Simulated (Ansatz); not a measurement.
C3H4S can be A, `C#CCS`, or B, `CC=C=S`.

Calculated with Ansatz (gas phase, PBE0-D4/def2-TZVP geometries, no zero-point term in ΔE). CCSD(T)/CBS is the MP2 limit (def2-TZVPP, def2-QZVPP) plus CCSD(T) − MP2 in def2-TZVPP, frozen cores. DFT in def2-TZVPP. B3LYP here is the variant with VWN-RPA as its local correlation; programs differ in this. One conformer a species, not always the lowest.

**Question.** Which isomer does CCSD(T)/CBS put lower? Give the gap. (Estimate.)

**Answer.** Computed: B, by 16.1 kcal/mol.

**Question.** Give E(B) − E(A) in kcal/mol with ωB97M-V, r2SCAN-D4, B3LYP, CCSD(T)/def2-TZVPP, PBE-D4, B2PLYP, CCSD/def2-TZVPP. (Best estimate.)

**Answer.** The calculation gave: ωB97M-V -17.3, r2SCAN-D4 -23.1, B3LYP -20.7, CCSD(T)/def2-TZVPP -17.2, PBE-D4 -23.1, B2PLYP -19.0, CCSD/def2-TZVPP -15.5. None reverses the order clearly.

**Question.** Does the order hold for the free energy at 298.15 K (harmonic terms from PBE0-D4)? (Estimate.)

**Answer.** The calculation gave: Yes: G(B) − G(A) = -14.3 kcal/mol, for one conformer each.

Largest T1 diagnostic: 0.016.

From PBE to PBE0 (25 % exact exchange), in def2-TZVPP and without D4, E(B) − E(A) moves by +2.4 kcal/mol. Leaving LDA and LC-ωPBE aside and taking each functional with its dispersion term where it has one, the values, not all of them listed here, spread over 6.0 kcal/mol, from PBE-D4 to ωB97X-V.
